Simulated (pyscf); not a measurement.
Thermochemistry of product channels of H₂N–SiH₂–F + amino radical (NH₂•) on the doublet surface, in kcal/mol, from ωB97M-D3(BJ)/def2-TZVP energies (ideal gas, 1 atm, RRHO with modes under 100 cm⁻¹ raised to 100, one conformer, R ln 2 for chiral ones without a mode under 150 cm⁻¹). Structures and frequencies: ωB97X-D3(BJ)/def2-SVP in PySCF.

| products | ΔE | ΔH(298 K) | ΔG(298 K) | ΔG(1200 K) |
|---|---|---|---|---|
| H₂N–SiH: [singlet] + F atom (F•) + ammonia (NH₃) | … | +98.8 | +90.7 | +67.3 |
| H₂N–Si•(NH₂)–F + hydrogen (H₂) | … | -24.3 | -22.8 | -21.2 |
| H₂N–SiH•–F + ammonia (NH₃) | -12.9 | -9.6 | -10.4 | -12.0 |
| •HN–SiH(NH₂)–F + hydrogen (H₂) | -7.2 | -9.6 | -8.0 | -6.3 |
| •HN–SiH₂–F + ammonia (NH₃) | +4.8 | +5.5 | +5.4 | +5.5 |

Problem. What belongs in the gaps?

Solution. 
- H₂N–SiH: [singlet] + F atom (F•) + ammonia (NH₃), ΔE: +96.4
- H₂N–Si•(NH₂)–F + hydrogen (H₂), ΔE: -24.5

These are energies of the channels, which say nothing of barriers. Left out: orbital degeneracy and the spin-orbit lowering of F.
